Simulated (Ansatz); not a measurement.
## Ansatz (development build ahead of 0.2.0) run

```yaml
crystal:
  periodic: [false, false, false]
  atoms:
    - { symbol: "N", position_ang: [0.0, 0.0, 0.0] }
    - { symbol: Li, position_ang: [0.0, 0.0, 5.572] }
basis:
  gaussian: { orbitals: pcseg-2 }
magnetization:
  spin_polarized: true
hamiltonian:
  xc: pbe
```

The input is written out in the form of the current development build from the run's settings.

Output:

```yaml
Converged: yes
Total_energy: -61.96220 hartree
Spin_squared_of_the_determinant: 1.788
Stability_test: minimum
```

Caution: charge can spread falsely over distant fragments; another spin multiplicity may lie lower; the unrestricted determinant is a mixture of spin states.
